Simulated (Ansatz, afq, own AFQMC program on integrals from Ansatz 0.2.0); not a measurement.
Two steps: Ansatz 0.2.0 writes the Fock matrix and Cholesky factors of the valence space, and afq projects on them the lowest state that overlaps trial and start.

```yaml
crystal:
  periodic: [false, false, false]
  atoms:
    - {symbol: Zr, position_ang: [0.000000, 0.000000, 0.000000]}
    - {symbol: H, position_ang: [0.000000, 0.000000, 2.929000]}
basis:
  gaussian: {orbitals: def2-TZVP}
magnetization: {spin_polarized: true, initial_magnetization: 3}
correlation: {method: ccsd_t, electrons: outside_noble_gas, hamiltonian_folder: ham}
```

```sh
$ ansatz run in.yaml --threads 1 --pin off --events-out ev --progress --plain --max-ram 16896MiB --backend cuda --devices 0, --max-vram 18GiB
```

afq runs on the folder ham with

```
--method phaseless --trial cisd --walkers 4000 --populations 20 --least-time 60 --time-step 0.005 --steps-per-block 50 --equilibration-blocks 40 --max-blocks 4000 --target-error 0.00014 --factor-cut 1e-05 --start spin_pure --seed 9035 --release-times 0.24,0.6,1.2,2,3,4.2 --release-step 0.04 --release-every 3 --taylor-order 6
```

Times are imaginary, in 1/Eh. The walk had a cap of 178 s. With eight or more populations the least sampling time is a fifth of least-time, and the error comes from their spread. Core potentials past Kr, no spin–orbit coupling.

Output of the walk:

```
orbitals 42  electrons 4 1  factors 300 of 414
reference energy -46.96420121 Eh
CCSD correlation -0.05479293 Eh in 25 cycles, weight of the determinant in the CISD state 0.8700
energy of the start -47.018225 Eh
 block  time / (1/Eh)  mean weight  energy / Eh
     1     0.250  1.0001  -47.018408
     2     0.500  1.0000  -47.018680
     3     0.750  1.0001  -47.018953
     4     1.000  0.9999  -47.019209
     5     1.250  0.9999  -47.019439
     8     2.000  1.0001  -47.019960
    11     2.750  1.0000  -47.020417
    17     4.250  1.0001  -47.020904
    23     5.750  1.0000  -47.021176
    29     7.250  1.0000  -47.021113
    35     8.750  1.0000  -47.021501
    41    10.250  0.9999  -47.021238
    45    11.250  0.9999  -47.021619
    47    11.750  1.0000  -47.021451
    53    13.250  1.0001  -47.021254
    59    14.750  1.0000  -47.021237
    65    16.250  0.9999  -47.021150
    67    16.750  1.0000  -47.020210
    71    17.750  1.0001  -47.021005
    77    19.250  0.9999  -47.020916
    83    20.750  0.9998  -47.020899
    89    22.250  0.9998  -47.020741
error from the spread of 20 populations
released: time / (1/Eh)  energy / Eh  error  mean overlap
  0.24  -47.021230  0.000048  1.0013
  0.60  -47.021403  0.000050  1.0012
  1.20  -47.020090  0.001495  1.0017
  2.00  -47.021723  0.000085  1.0028
  3.00  -47.021708  0.000141  1.0019
  4.20  -47.021841  0.000168  1.0023
energy -47.021005 +/- 0.000124 Eh
(rows thinned)
```

The run passed its tests (sampling time, drift between the halves within three errors, error under three times the target), which doesn't prove that it has relaxed.

Against this walk (error 3.4 meV) on the same determinant: CCSD(T) 0.3 meV higher (within the noise), CCSDT(Q) 40.2 meV lower, CCSDTQ 40.3 meV lower, full CI 40.3 meV lower. The error is statistical and leaves out the bias of the constraint. The determinant has ⟨S²⟩ = 3.88, so the low cluster orders mix in higher spin, while the walk starts as a pure quartet. The released energies have errors that jump between times, so the bars are unsure (meV from the phaseless value at times in 1/Eh: -10.8 ± 1.4 at 0.60, 25 ± 41 at 1.20, -19.5 ± 2.3 at 2.00, -19 ± 4 at 3.00, -23 ± 5 at 4.20), so they give no level; they do show a bias of the constraint, and the last of them that isn't too noisy lies 18 meV above full CI. Full CI is exact here, so the walk's 40 meV above it is the walk's own error: the bias of the constraint with this trial.

Cautions: constraint bias not in the error; no spin-orbit coupling; outer-core shells of the metal frozen; lower spins were not checked; strong correlation (T1 0.068, weight of the determinant 0.87, largest double 0.09); unrestricted determinant spin contaminated (⟨S²⟩ 3.88 against 3.75).

The walk took 40 s on 1 × NVIDIA H100 80GB HBM3 with 2 threads of AMD EPYC 7R13 Processor (Zen 3), with other jobs on the host (the card was shared). The log's last line is the phaseless energy.

CCSDT and higher add their correlation energy to the determinant of the CCSD(T) run, since their own runs factorise the integrals more tightly (a shift of under 2 meV).
